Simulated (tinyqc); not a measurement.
Inside a calculation. Method: ROHF in the sto-6g basis, for LiH, spin multiplicity 3. One step of it, computed by the program tinyqc.

Problem. Iteration 3: DIIS coefficients. Solve [B -1; -1 0][c; lambda] = [0; -1] for the coefficients, which sum to one.

B (overlaps of the stored error matrices), lower triangle:
```
                1              2              3
1   6.0552328e-02
2   5.7570850e-06  1.1808518e-01
3  -1.3038043e-02  4.8936290e-02  7.9180041e-02
```

Give: DIIS coefficients.

Solution.

DIIS coefficients: 0.5379  0.0700  0.3921
